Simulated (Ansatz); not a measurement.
Job for Ansatz (a program for electronic structure): R-MP2/aug-cc-pVTZ on fluoromethane (SMILES CF), atoms moved off the minimum.

Ansatz 0.2 input:
```yaml
crystal:
  periodic: [false, false, false]
  atoms:
    - {symbol: C, position_ang: [-0.58619132, 0.00411986, -0.08872983]}
    - {symbol: F, position_ang: [0.77155989, -0.05878769, -0.03832583]}
    - {symbol: H, position_ang: [-0.89057949, -0.11565129, 1.05867639]}
    - {symbol: H, position_ang: [-0.81936809, 1.06782861, -0.22596762]}
    - {symbol: H, position_ang: [-1.10238616, -0.58608749, -0.62233124]}
basis:
  gaussian:
    orbitals: aug-cc-pVTZ
magnetization: {spin_polarized: false}
correlation: {method: mp2, electrons: outside_noble_gas}
scf: {lower_state_search: off}
output: {forces: true}
```

Task: Give the final energy of this run.

Result: -139.5106 hartree.
